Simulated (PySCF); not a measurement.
Propene, C3H6.
InChI=1S/C3H6/c1-3-2/h3H,1H2,2H3

Level of theory: TDDFT wB97X-D/def2-SVPD, vertical, gas phase, core orbitals frozen in the response (PySCF 2.14.0, density-fitted response routines). Isolated species at its GFN2-xTB geometry, gas phase.

| state | E (eV) | λ (nm) | ν̃ (cm⁻¹) | f | symmetry | main configurations (H = HOMO, L = LUMO) |
| --- | --- | --- | --- | --- | --- | --- |
| S1 | 7.51 | 165.2 | 60540 | 0.035 | A″ | H→L+1 (89%) |
| S2 | 7.66 | 161.9 | 61780 | 0.419 | A′ | H→L (96%) |
| S3 | 8.28 | 149.7 | 66810 | 0.0013 | – | H→L+3 (41%), H-1→L (30%), H→L+2 (24%) |
| S4 | 8.39 | 147.8 | 67660 | 0.0004 | – | H-1→L (68%), H→L+3 (20%), H→L+2 (10%) |
| S5 | 8.51 | 145.6 | 68670 | 0.031 | A″ | H→L+2 (61%), H→L+3 (26%) |
| S6 | 9.31 | 133.2 | 75090 | 0.0007 | – | H-2→L (89%) |
| S7 | 9.63 | 128.8 | 77640 | 0.0019 | – | H→L+4 (89%) |
| S8 | 9.92 | 125.0 | 80020 | 0.055 | A″ | H→L+6 (95%) |

Triplets, Tamm–Dancoff:

```tsv
state	E (eV)	λ (nm)	main configurations (H = HOMO, L = LUMO)
T1	4.64	267.0	H→L (96%)
T2	7.49	165.5	H→L+1 (88%)
T3	7.89	157.0	H-1→L (96%)
```

The lowest singlet comes at 165 nm (724 kJ/mol) in the vacuum ultraviolet; it is of moderate strength; its leading configuration is HOMO→LUMO+1 (89%). The most intense listed level is S2 at 7.66 eV (162 nm, f = 0.419), 0.15 eV above S1. Löwdin shares by element: HOMO carbon 84% (atoms not listed hold the other 16%); LUMO carbon 70% or more, hydrogen 14% or more (atoms not listed hold the other 16%). The oscillator strengths of these states sum to 0.544; summed over the whole spectrum of an exact calculation they would give the number of electrons, 24 (Thomas–Reiche–Kuhn). Weighted by f, the mean energy of these states is 7.94 eV. The listed states span 2.42 eV, and the widest gap between neighbours is 0.80 eV (S5 to S6). Symmetry labels in Cs follow from the direction of the transition dipole and are given only for states with f of 0.002 or more. Singlets were solved by full linear response, triplets in the Tamm–Dancoff approximation.

On one thread, Arm Neoverse N1, shared host, this took 7.9 s of wall time.
